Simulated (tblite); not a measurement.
C4H7N.
Geometry (GFN2-xTB, Å), atoms numbered from 1 in this order:
```
atom  x, y, z in Å
C1     2.4427    0.2877    0.0921
C2     1.0308    0.0046    0.2423
C3    -0.1283   -0.2557    0.4071
C4    -1.5667   -0.4889    0.4760
N5    -2.3193    0.1253   -0.6131
H6     2.5795    1.1937   -0.4988
H7     2.9005    0.4326    1.0706
H8     2.9398   -0.5414   -0.4116
H9    -1.7621   -1.5669    0.4537
H10   -1.9547   -0.0898    1.4198
H11   -1.9909   -0.2316   -1.5052
H12   -2.1700    1.1297   -0.6147
```

Method: GFN2-xTB as coded in tblite; computed harmonic values from a numerical Hessian at the method's own geometry, unscaled. Against measured fundamentals such values can be off by several per cent, at times by over 20. One conformer, not necessarily the lowest.

Harmonic wavenumbers (cm⁻¹): 32.5, 127.4, 190.6, 278.6, 279.4, 335.9, 490.9, 758.5, 872.2, 971.0, 1023.7, 1026.3, 1092.8, 1111.0, 1193.3, 1297.0, 1298.0, 1391.4, 1447.7, 1459.0, 1459.9, 1572.5, 2405.0, 2922.4, 2936.3, 2997.1, 2999.4, 3007.1, 3381.5, 3409.8.

A = 20757, B = 2153, C = 2022 MHz; mass 69.058 u (most abundant isotopes); point group C1, symmetry number 1.

What is the zero-point energy?

½Σν̃ = 21884 cm⁻¹ = 62.57 kcal/mol.

Entropy at 273.15 K, 1 bar (ideal gas, RRHO, classical rotation)?

Translation 38.21, rotation 25.42, vibration 15.50: S = 79.1 cal/(mol K).

And Cp and H(273.15 K) − H(0)?

Cp = 22.62 cal/(mol K), of which vibrations give 14.67 (their classical limit is 30 R = 59.6); H(273.15 K) − H(0) = 4.31 kcal/mol without the zero-point energy, 2.13 from vibrations.

What must be added to the electronic energy to get the Gibbs energy at 273.15 K and 1 bar?

ZPE + [H(273.15 K) − H(0)] − T·S = 62.57 + 4.31 − 21.61 = 45.27 kcal/mol.

Which modes carry the vibrational entropy at 273.15 K?

32.5 cm⁻¹: 5.50; 127.4 cm⁻¹: 2.82; 190.6 cm⁻¹: 2.06; 278.6 cm⁻¹: 1.39; 279.4 cm⁻¹: 1.39; 335.9 cm⁻¹: 1.09 cal/(mol K); the other 24 give 1.24 together.

Hindered rotation and anharmonicity are outside this model. Other conformers, if any are populated, would add a mixing term that is left out. The structure is chiral; the term R ln 2 for an equal mix with its mirror image is left out.
